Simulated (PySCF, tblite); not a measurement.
Isomers of C5H9O (doublet state), one GFN2-xTB conformer each. Single-point energies are computed at B3LYP/pcH-1 (PySCF, gas phase, no added dispersion term), electronic only. GFN2-xTB treats the open shell by occupation alone, and not every SCF solution was tested for stability.

| SMILES | GFN2-xTB relative energy (kcal/mol) |
| --- | --- |
| [CH2]/C=C/COC | 17.3 |
| O[C@@H]1[CH]CCC1 | 0.0 |
| COC[C@H]1[CH]C1 | 39.1 |

Conformers: `[CH2:1]/[CH:2]=[CH:3]/[CH2:4][O:5][CH3:6]` (doublet state) with H–C1–C2–C3 0° and 180°, C2–C3–C4–O5 138°, C3–C4–O5–C6 -67°; `[OH:1][C@@H:2]1[CH:3][CH2:4][CH2:5][CH2:6]1` (doublet state) with H–O1–C2–C3 52°, O1–C2–C3–C4 -136°, C2–C3–C4–C5 -12°, C3–C4–C5–C6 29°, C4–C5–C6–C2 -36°; `[CH3:1][O:2][CH2:3][C@H:4]1[CH:5][CH2:6]1` (doublet state) with C1–O2–C3–C4 180°, O2–C3–C4–C5 -155°.

**Question.** What does B3LYP/pcH-1 give for the same structures?

**Answer.** 
| SMILES | B3LYP/pcH-1 E (Eh) | B3LYP/pcH-1 (kcal/mol) | GFN2-xTB (kcal/mol) | point group |
| --- | --- | --- | --- | --- |
| O[C@@H]1[CH]CCC1 | -271.13331 | 0.0 | 0.0 | C1 |
| [CH2]/C=C/COC | -271.11800 | 9.6 | 17.3 | C1 |
| COC[C@H]1[CH]C1 | -271.06844 | 40.7 | 39.1 | C1 |

Both levels put the same isomer lowest; measured from each level's own lowest isomer, the values differ by up to 7.7 kcal/mol ([CH2]/C=C/COC: 17.3 against 9.6). As drawn, the lowest has an O–H bond, which the highest lacks; the highest has a three-membered ring, which the lowest lacks.

**Question.** What happens when harmonic zero-point energies from GFN2-xTB frequencies are added?

**Answer.** 
| SMILES | ZPE (kcal/mol) | electronic (kcal/mol) | with ZPE (kcal/mol) |
| --- | --- | --- | --- |
| O[C@@H]1[CH]CCC1 | 79.9 | 0.0 | 0.0 |
| [CH2]/C=C/COC | 77.9 | 9.6 | 7.5 |
| COC[C@H]1[CH]C1 | 78.4 | 40.7 | 39.2 |

The zero-point energies span 2.0 kcal/mol. The order is unchanged.

**Question.** As an exercise, what shares would exp(−E/RT) give at 2000 K from these electronic energies alone (no entropy, no degeneracies)?

**Answer.** RT = 3.974 kcal/mol: O[C@@H]1[CH]CCC1 91.8 %, [CH2]/C=C/COC 8.2 %, COC[C@H]1[CH]C1 under 0.1 %.
